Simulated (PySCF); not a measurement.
Which level of theory gave which numbers?

Compound: SiH₃ (charge +1).
Atom-mapped SMILES: `[SiH3+:1]` (hydrogens: H2, H3, H4 on Si1)

The closed-shell ground state was solved 7 times with PySCF (density fitting, gas phase), always in the def2-SVPD basis (48 functions), with these functionals: B3LYP, BHandHLYP, HF, LC-wPBE, LDA, PBE and wB97X-D. Isolated species at its PBE0-D3(BJ)/def2-SVP geometry, gas phase.

| row | total energy (Eh) | HOMO (eV) | LUMO (eV) |
| --- | --- | --- | --- |
| P | -290.7400 | -20.56 | -7.81 |
| Q | -290.2579 | -21.03 | -6.65 |
| R | -290.6738 | -16.30 | -11.27 |
| S | -289.6313 | -16.26 | -11.51 |
| T | -290.8607 | -17.46 | -10.53 |
| U | -290.8398 | -18.96 | -9.23 |
| V | -290.8337 | -19.62 | -8.35 |

Question: Which functional belongs to which row?

Answer: P = LC-wPBE, Q = HF, R = PBE, S = LDA, T = B3LYP, U = BHandHLYP, V = wB97X-D. By rising HOMO–LUMO gap: LDA (LDA) 4.75 eV; PBE (GGA) 5.03 eV; B3LYP (global hybrid, 20 % exact exchange) 6.93 eV; BHandHLYP (global hybrid, 50 % exact exchange) 9.73 eV; wB97X-D (range-separated hybrid) 11.27 eV; LC-wPBE (range-separated hybrid) 12.75 eV; HF (all exact exchange) 14.38 eV. Total energies of different functionals aren't bounds to one another; each is stationary for its own functional.

wB97X-D is run here without its empirical dispersion term; that term would change no orbital, density or response property at a fixed geometry.
